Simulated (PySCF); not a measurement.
What each rung costs, and what it gives

Saddle point of SiNH₆F, closed shell (SiH₃F ([F][SiH3]) + NH₃ → SiNH₅ ([NH2][SiH3]) + HF; bonds formed: Si1–N7, F2–H6; bonds broken: Si1–F2, H6–N7), PBE0-D4/def2-TZVP structure:

```tsv
atom	x (Å)	y (Å)	z (Å)
Si1	-0.5880	-0.0364	-0.6271
F2	1.4026	0.7152	-0.8876
H3	-0.1408	-1.0278	-1.6239
H4	-1.8903	-0.6132	-0.1343
H5	-0.9547	1.3436	-0.9987
H6	1.2301	0.3415	0.3048
N7	0.3780	-0.1223	0.9558
H8	0.5414	-1.0581	1.3059
H9	0.0217	0.4576	1.7053
```

Barriers are electronic and count from the start structure reached by relaxing down the imaginary mode.

Program: PySCF 2.14 with density fitting (its default auxiliary sets; JK sets also for MP2 and CCSD(T)). Basis: as named in each row. Cores are frozen in the correlated methods. B3LYP uses VWN-RPA correlation. Extrapolation: Hartree–Fock as exp(−7.88 √X), correlation as X^−2.97.

Times are rough, for one single point on 4 threads of a shared host (Arm Neoverse V2).

The estimate by CCSD(T) at an estimated basis limit (MP2 extrapolated from triple and quadruple zeta, plus CCSD(T) − MP2 in triple zeta) is 1.361 eV.

```csv
method,basis,time (s),barrier (eV),method less estimate
HF,STO-3G,under 1,2.280,0.919
B3LYP-D4,6-31G,3,0.720,-0.640
PBE0-D4,def2-SVP,4,1.113,-0.248
PBE-D4,def2-SVP,4,0.991,-0.370
MP2,def2-QZVPP,4,1.326,-0.034
SPW92,def2-TZVPP,7,0.755,-0.606
BHLYP-D4,def2-TZVPP,8,1.494,0.134
B3LYP-D4,def2-TZVPP,9,1.336,-0.024
CCSD(T),def2-SVP,9,1.403,0.043
PBE-D4,def2-TZVPP,9,1.070,-0.290
PBE0-D4,def2-TZVPP,9,1.204,-0.157
r2SCAN-D4,def2-TZVPP,22,1.223,-0.137
wB97M-V,def2-TZVPP,130,1.315,-0.046
CCSD(T),def2-TZVPP,260,1.395,0.035
```

All methods are single points on the PBE0-D4 structures.

T1 diagnostic: at most 0.012.

The step is the kind of exchange with an N–H group that builds nitride films in atomic layer and chemical vapour deposition.

Labels in which every atom is bracketed show which atoms are joined, not bond orders.
